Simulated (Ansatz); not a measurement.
# CH₆NSi+ (SMILES C=[NH+][SiH3]): functionals against CCSD(T) at one geometry

Aim: energy, forces and dipole at a frame of a short trajectory, from CCSD(T) and from density functionals.

Method: single points in def2-TZVPP; program: Ansatz 0.2.0, Gaussian basis.

Correlated methods freeze the cores.

## (1) Starting geometry

SMILES `C=[NH+][SiH3]`, 9 atoms, charge 1, spin multiplicity 1.

Atoms are counted from 1 here; the program's logs count them from 0.

Bond lengths: C1–N2 1.298 Å, C1–H4 1.080 Å, C1–H5 1.081 Å, N2–Si3 1.893 Å, N2–H6 1.014 Å, Si3–H7 1.476 Å, Si3–H8 1.486 Å, Si3–H9 1.532 Å. Angles: N2–C1–H4 118.7°, N2–C1–H5 120.2°, H4–C1–H5 121.1°, C1–N2–Si3 128.3°, C1–N2–H6 113.5°, Si3–N2–H6 116.4°, N2–Si3–H7 109.1°, N2–Si3–H8 104.2°, N2–Si3–H9 100.3°, H7–Si3–H8 112.2°, H7–Si3–H9 116.4°, H8–Si3–H9 113.1°.

Geometry (Å):

| atom | x (Å) | y (Å) | z (Å) |
| --- | --- | --- | --- |
| C1 | -0.7875 | 0.7059 | -1.0860 |
| N2 | 0.2861 | 0.2682 | -0.5025 |
| Si3 | 0.4297 | -0.7004 | 1.1171 |
| H4 | -1.7475 | 0.4513 | -0.6627 |
| H5 | -0.7137 | 1.3144 | -1.9761 |
| H6 | 1.1386 | 0.6926 | -0.8517 |
| H7 | -0.9240 | -1.0083 | 1.6186 |
| H8 | 1.1693 | 0.2146 | 2.0246 |
| H9 | 1.2700 | -1.8930 | 0.6504 |

## (2) PBE-D4/def2-TZVPP

Contents of run/in.yaml:

```yaml
crystal:
  periodic: [false, false, false]
  atoms:
    - {symbol: C, position_ang: [-0.787514, 0.705853, -1.086030]}
    - {symbol: N, position_ang: [0.286148, 0.268233, -0.502527]}
    - {symbol: Si, position_ang: [0.429705, -0.700415, 1.117068]}
    - {symbol: H, position_ang: [-1.747538, 0.451297, -0.662710]}
    - {symbol: H, position_ang: [-0.713734, 1.314376, -1.976099]}
    - {symbol: H, position_ang: [1.138574, 0.692570, -0.851715]}
    - {symbol: H, position_ang: [-0.923978, -1.008312, 1.618624]}
    - {symbol: H, position_ang: [1.169260, 0.214567, 2.024553]}
    - {symbol: H, position_ang: [1.269984, -1.893027, 0.650405]}
basis:
  gaussian: {orbitals: def2-TZVPP}
total_charge: 1
hamiltonian: {xc: pbe, dispersion: d4}
output: {forces: true}
```

Command:

```bash
> ansatz run in.yaml --threads 2 --pin off --events-out ev --progress --plain --max-ram 3481MiB
```

## (3) r2SCAN-D4/def2-TZVPP

Edit run/in.yaml of step 2 so:

```diff
@@ -15,3 +15,3 @@
 total_charge: 1
-hamiltonian: {xc: pbe, dispersion: d4}
+hamiltonian: {xc: r2scan, dispersion: d4}
 output: {forces: true}
```

## (4) PBE0-D4/def2-TZVPP

Edit run/in.yaml of step 3 so:

```diff
@@ -15,3 +15,3 @@
 total_charge: 1
-hamiltonian: {xc: r2scan, dispersion: d4}
-output: {forces: true}
+hamiltonian: {xc: pbe0, dispersion: d4}
+output: {forces: true, orbitals: {seedname: orbitals}}
```

## (5) wB97M-V/def2-TZVPP

Edit run/in.yaml of step 4 so:

```diff
@@ -15,3 +15,3 @@
 total_charge: 1
-hamiltonian: {xc: pbe0, dispersion: d4}
-output: {forces: true, orbitals: {seedname: orbitals}}
+hamiltonian: {xc: {name: wB97M-V}}
+output: {forces: true}
```

## (6) CCSD(T)/def2-TZVPP

Edit run/in.yaml of step 5 so:

```diff
@@ -15,3 +15,3 @@
 total_charge: 1
-hamiltonian: {xc: {name: wB97M-V}}
+correlation: {method: ccsd_t}
 output: {forces: true}
```

(Steps that only read results are left out.)

**Question.** What will these runs give? Wanted: energy less free atoms, CCSD(T)/def2-TZVPP; RMS force component; RMS force error; HOMO and LUMO, PBE0-D4; T1 diagnostic.

As calculated:

| quantity | value |
| --- | --- |
| energy less free atoms, CCSD(T)/def2-TZVPP | -2283.1 kJ/mol |
| RMS force component | 0.483 to 0.616 eV/Å over the methods |
| RMS force error | PBE-D4 0.171, r2SCAN-D4 0.143, PBE0-D4 0.232, wB97M-V 0.198 eV/Å |
| HOMO and LUMO, PBE0-D4 | -14.80 and -7.91 eV |
| T1 diagnostic | 0.016 |

**Reading.** Against CCSD(T) the functionals' energies less atoms differ by -101.4 to -53.3 kJ/mol, PBE-D4 by -101.4 kJ/mol. A larger basis would deepen the CCSD(T) value, while the functionals are nearly converged already, so the order here is not reliable. The forces of r2SCAN-D4 come nearest to CCSD(T), those of PBE0-D4 are farthest.
